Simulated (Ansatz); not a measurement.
`N[B]O`, charge 0, multiplicity 2.

**Question.** Give a relaxed structure at PBE0-D4/def2-TZVP (Ansatz 0.2.0). (Best estimate.)

**Answer.** Ansatz gave: 
Z-matrix (Å, degrees):
```
N
B 1 1.390
H 1 1.010 2 122.6
H 1 1.002 2 122.8 3 -180.0
O 2 1.359 1 122.6 3 0.0
H 5 0.958 2 113.3 1 -180.0
```
Point group Cs.
